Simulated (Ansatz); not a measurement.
Input for Ansatz (development build ahead of 0.2.0):

```yaml
crystal:
  periodic: [false, false, false]
  atoms:
    - { symbol: C, position_ang: [0.0, 0.0, 0.0] }
    - { symbol: O, position_ang: [0.0, 0.0, 1.31] }
basis:
  gaussian: { orbitals: def2-SVP }
total_charge: 1
magnetization:
  spin_polarized: true
  initial_magnetization: 1
hamiltonian:
  xc: hf
correlation:
  method: mp2
  frozen_orbitals: { C: 1, O: 1 }
output:
  forces: true
```

The input is written out in the form of the current development build from the run's settings.

Output:

```
Converged                       : yes
Reference energy                : -112.10193 hartree
Correlation energy              : -0.21899 hartree
Total energy                    : -112.32091 hartree
Spin squared of the determinant : 1.731
Stability test                  : minimum
```

Forces (eV/Å):
| atom | Fx | Fy | Fz |
| --- | --- | --- | --- |
| C1 | 0.000 | 0.000 | 17.779 |
| O2 | 0.000 | 0.000 | -17.779 |

Caution: bonds are stretched, where a single reference can fail; the unrestricted determinant is a mixture of spin states; forces differ strongly between restricted and unrestricted references.
